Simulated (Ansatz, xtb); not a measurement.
## C4H4F2: which of two isomers lies lower

Structure X: `C=CC=C(F)F`, a singlet. Structure Y: `C=C(F)C(=C)F`, a singlet. Both are isolated molecules in the gas phase, relaxed with PBE0-D3(BJ)/def2-SVP; the shapes shown needn't be the lowest conformers.

X (Å):

```xyz
10

C     0.1304    1.5288    1.3671
C    -0.0050    1.1439    0.0906
C    -1.0913    0.3195   -0.4021
C    -1.2137   -0.0561   -1.6768
F    -2.1849   -0.7992   -2.1430
F    -0.3808    0.2658   -2.6367
H    -0.5926    1.2342    2.1335
H     0.9699    2.1510    1.6837
H     0.7408    1.4603   -0.6463
H    -1.8672   -0.0289    0.2825
```

Y (Å):

```yaml
atoms:
  - { symbol: C, position_ang: [-1.3248, 2.1123, 0.7715] }
  - { symbol: C, position_ang: [-0.4222, 1.3430, 0.1638] }
  - { symbol: C, position_ang: [-0.7072, 0.0977, -0.5500] }
  - { symbol: C, position_ang: [0.1955, -0.6715, -1.1578] }
  - { symbol: F, position_ang: [0.8719, 1.6628, 0.1584] }
  - { symbol: F, position_ang: [-2.0013, -0.2223, -0.5443] }
  - { symbol: H, position_ang: [-2.3742, 1.8229, 0.7575] }
  - { symbol: H, position_ang: [-1.0185, 3.0266, 1.2805] }
  - { symbol: H, position_ang: [1.2448, -0.3819, -1.1441] }
  - { symbol: H, position_ang: [-0.1109, -1.5858, -1.6668] }
```

Q: Estimate E(Y) − E(X) at the level CCSD(T)/def2-SVP + ΔMP2/def2-TZVPP.

A: Too close to call at this level: CCSD(T)/def2-SVP + ΔMP2/def2-TZVPP gives E(Y) − E(X) = +0.056 eV.

How the difference moves with the method:

| level | geometry | E(Y) − E(X) (eV) | departure from the last row (eV) | job, with rough time for the two |
| --- | --- | --- | --- | --- |
| GFN2-xTB | GFN2-xTB | +0.070 | +0.014 | optimisation, 0.35 s |
| HF/STO-3G | GFN2-xTB | +0.258 | +0.202 | single point, 0.84 s |
| r2SCAN-D4/def2-SVP | GFN2-xTB | +0.089 | +0.033 | single point, 6.6 s |
| PBE0-D3(BJ)/def2-SVP | PBE0-D3(BJ)/def2-SVP | +0.121 | +0.065 | optimisation, 53 s |
| HF/def2-SVP | PBE0-D3(BJ)/def2-SVP | +0.082 | +0.026 | part of the CCSD(T) run |
| MP2/def2-SVP | PBE0-D3(BJ)/def2-SVP | +0.140 | +0.084 | part of the CCSD(T) run |
| CCSD(T)/def2-SVP | PBE0-D3(BJ)/def2-SVP | +0.104 | +0.048 | single point |
| CCSD(T)/def2-SVP + ΔMP2/def2-TZVPP | PBE0-D3(BJ)/def2-SVP | +0.056 |  | single point, 80 s |

As drawn, both hold the same kinds of bond in the same numbers.

The largest departure from CCSD(T)/def2-SVP + ΔMP2/def2-TZVPP is that of HF/STO-3G, 0.202 eV. The last row adds to CCSD(T) the change of the MP2 difference between the two basis sets, here −0.048 eV.

With harmonic frequencies from PBE0-D3(BJ)/def2-SVP (ideal gas, rigid rotor, one conformer each, 298.15 K, 1 atm): on the last row, ΔE + ΔZPE = +0.039, ΔH = +0.036, ΔG = +0.064 eV.

The correlated steps freeze 6 core orbitals. Run with Ansatz 0.2.0, xtb 6.7.1; the last row on 2 threads of AMD EPYC (Zen 3) on a shared host.
